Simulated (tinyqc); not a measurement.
Inside a calculation. Method: RKS/LDA (VWN5) in the sto-3g basis, for BH, spin multiplicity 1. One step of it, computed by the program tinyqc.

Problem. Iteration 2: DIIS coefficients. Solve [B -1; -1 0][c; lambda] = [0; -1] for the coefficients, which sum to one.

B (overlaps of the stored error matrices):
```
,1,2
1,5.1758733e-01,-3.6022293e-01
2,-3.6022293e-01,5.8617535e-01
```

Give: DIIS coefficients.

Solution.

DIIS coefficients: 0.5188  0.4812
